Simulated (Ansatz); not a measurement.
A ladder of methods for PF3 (SMILES FP(F)F)

The species is PF3 (4 atoms), meant as a singlet with charge 0. As SMILES, `FP(F)F`. The coordinates come from a GFN2-xTB relaxation.

```xyz
4

P    -0.0046    0.0051    0.6423
F     1.3496   -0.0296   -0.2031
F    -0.6485    1.1803   -0.2282
F    -0.6965   -1.1558   -0.2109
```

Each level gives the energy change with the P1–F2 bond stretched from 1.597 to 3.194 Å (eV). The values are calculated.

```csv
level,kind,program,value (eV),less FCI/STO-3G,CPU time (all runs)
BLYP/STO-3G (restricted),GGA,Ansatz,4.45,+1.69,0.96 s
revPBE/STO-3G (restricted),GGA,Ansatz,4.37,+1.61,0.99 s
r2SCAN/STO-3G (restricted),meta-GGA,Ansatz,4.95,+2.19,2.3 s
B3LYP/STO-3G (restricted),global hybrid,Ansatz,5.37,+2.61,1.1 s
wB97M-V/STO-3G (restricted),range-separated hybrid,Ansatz,6.45,+3.69,13 s
MP2/STO-3G (restricted),perturbation theory,Ansatz,3.92,+1.16,0.21 s
CCSD(T)/STO-3G (restricted),coupled cluster or CI,Ansatz,2.60,-0.16,0.34 s
CCSDTQ/STO-3G (restricted),coupled cluster or CI,Ansatz,2.76,0.00,42 s
FCI/STO-3G,exact in the basis,Ansatz,2.76,0.00,1.4 s
```

FCI/STO-3G is exact within its basis and frozen core, so for wave-function methods in that basis the difference is their error; functionals converge differently with the basis, so for them it is only a difference. The first shape isn't each level's own minimum. The values span 2.60 to 6.45 eV. All rows use very small basis sets, so none should be taken for the real molecule's value. In so small a basis fixed costs decide the times, and correlated methods can beat functionals. CPU times are rough (shared hosts, several kinds of processor and program).
